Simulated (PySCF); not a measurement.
Li2O: breathing scan

These are results of PBE0 in PySCF with O def2-TZVP, Li def2-TZVP; no relativity; density-fitted integrals, not measurements.

Rigid scan from the singlet minimum (O–Li 1.605 Å (×2); Li–O–Li 180.0°). Coordinate: all bonds to the central atom scaled together. Energies in kJ/mol from the minimum.

```csv
scale of all bonds to the centre,E (kJ/mol)
0.88,85.1
0.92,33.8
0.96,7.6
1.00,0.0
1.04,6.1
1.08,22.0
1.14,58.6
1.22,121.1
1.35,235.1
```

At long bonds a restricted determinant can lie too high, and another spin state can fall below this curve.
